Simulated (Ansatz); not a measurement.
# C3H4S: up Jacob's ladder to CCSD(T)

How much do the methods differ for C3H4S? The plan is to run it at one geometry with functionals of several rungs and with coupled cluster. The yardstick is the atomisation energy at the CCSD(T) limit.

The runs use Ansatz 0.2.0, Gaussian basis; functionals in def2-TZVPP, the program's frozen cores in correlated methods.

Plan: LDA (SPW92), PBE-D4, revPBE-D4, BLYP-D4, r2SCAN-D4, B97M-V, PBE0-D4, B3LYP-D4, r2SCANh-D4, r2SCAN0-D4, HSE06-D4, BHLYP-D4, CAM-B3LYP-D4, LC-ωPBE, ωB97X-V, ωB97M-V, B2PLYP, PBE-QIDH; CCSD(T)/def2-SVP; CCSD(T)/def2-TZVPP; MP2/def2-QZVPP; extrapolation to the limit; RPA on PBE.

**1. The geometry**

An earlier PBE0-D4 in a triple-zeta def2 set relaxation fixed the geometry.

8 atoms, charge 0, spin multiplicity 1.

Atoms are counted from 1 here; the program's logs count them from 0.

Bond lengths: C1–C2 1.199 Å, C1–H5 1.064 Å, C2–C3 1.446 Å, C3–S4 1.827 Å, C3–H6 1.092 Å, C3–H7 1.092 Å, S4–H8 1.343 Å. Angles: C2–C1–H5 179.7°, C1–C2–C3 179.2°, C2–C3–S4 109.4°, C2–C3–H6 109.9°, C2–C3–H7 109.9°, S4–C3–H6 109.4°, S4–C3–H7 109.4°, H6–C3–H7 108.7°, C3–S4–H8 95.6°.

As a file:

```xyz
8
C3H4S
C    -0.85992    1.54708   -1.10475
C    -0.24718    0.76229   -0.43620
C     0.47867   -0.19742    0.36572
S    -0.39376   -1.80237    0.32724
H    -1.40003    2.24733   -1.69683
H     0.54620    0.15454    1.39705
H     1.48893   -0.32371   -0.02863
H     0.47930   -2.44493    1.12039
```

**2. LDA**

This LDA is Slater exchange with PW92 correlation.

File in.yaml:

```yaml
crystal:
  periodic: [false, false, false]
  atoms:
    - {symbol: C, position_ang: [-0.859924, 1.547080, -1.104745]}
    - {symbol: C, position_ang: [-0.247185, 0.762286, -0.436202]}
    - {symbol: C, position_ang: [0.478669, -0.197418, 0.365719]}
    - {symbol: S, position_ang: [-0.393755, -1.802369, 0.327241]}
    - {symbol: H, position_ang: [-1.400028, 2.247325, -1.696825]}
    - {symbol: H, position_ang: [0.546199, 0.154539, 1.397054]}
    - {symbol: H, position_ang: [1.488928, -0.323715, -0.028632]}
    - {symbol: H, position_ang: [0.479297, -2.444926, 1.120391]}
basis:
  gaussian: {orbitals: def2-TZVPP}
hamiltonian: {xc: lda}
output: {orbitals: {seedname: orbitals}}
```

The runs that follow: PBE-D4 (GGA); revPBE-D4 (GGA); BLYP-D4 (GGA); r2SCAN-D4 (meta-GGA); B97M-V (meta-GGA); PBE0-D4 (hybrid); B3LYP-D4 (hybrid); r2SCANh-D4 (hybrid); r2SCAN0-D4 (hybrid); HSE06-D4 (hybrid); BHLYP-D4 (hybrid); CAM-B3LYP-D4 (range-separated); LC-ωPBE-D4 (range-separated); ωB97X-V (range-separated); ωB97M-V (range-separated); B2PLYP (double hybrid); PBE-QIDH (double hybrid); CCSD(T) in def2-SVP; CCSD(T) in def2-TZVPP; MP2 in def2-QZVPP; RPA on PBE orbitals.

**Question.** What will the summary of the whole plan be? Wanted: atomisation energy, CCSD(T)/CBS; farthest beyond LDA; mean size of error, GGA; mean size of error, meta-GGA; mean size of error, hybrid; mean size of error, range-separated; mean size of error, double hybrid; gap, smallest and largest; T1 diagnostic.

**Answer**, as computed:

```
                               quantity                                                                                       value
        atomisation energy, CCSD(T)/CBS                                                                               3166.4 kJ/mol
 functionals within 15.8 kJ/mol (0.5 %)  BLYP-D4, r2SCAN-D4, B97M-V, B3LYP-D4, r2SCANh-D4, CAM-B3LYP-D4, LC-ωPBE, ωB97X-V, PBE-QIDH
                    farthest beyond LDA                                                                    BHLYP-D4 (-106.0 kJ/mol)
                mean size of error, GGA                                                                                 43.7 kJ/mol
           mean size of error, meta-GGA                                                                                 12.4 kJ/mol
             mean size of error, hybrid                                                                                 38.3 kJ/mol
    mean size of error, range-separated                                                                                  9.4 kJ/mol
      mean size of error, double hybrid                                                                                 12.5 kJ/mol
              gap, smallest and largest                                                   4.81 eV (LDA (SPW92)), 12.33 eV (LC-ωPBE)
                          T1 diagnostic                                                                                      0.0114
triples share of the correlation energy                                                                                       4.7 %
```

**Reading.** LDA overbinds by 494.5 kJ/mol (16 %). PBE-D4 is off by +103.1 kJ/mol. Double hybrids carry the basis error of their MP2 part in triple zeta, and no dispersion term here, so their miss is partly the set-up's. The rungs range-separated, meta-GGA, double hybrid miss on average by less than the doubt on the reference (15.8 kJ/mol), so they tie. Misses under about 15.8 kJ/mol are within the doubt on the reference itself, which lacks core-valence correlation, relativity and higher excitations. Hartree-Fock recovers 72 % of the binding; the rest is correlation. CCSD(T) in def2-SVP is off by -158.2 kJ/mol, worse than the median functional, from the basis alone. Orbital gaps span 4.8 to 12.3 eV; exact exchange widens them.
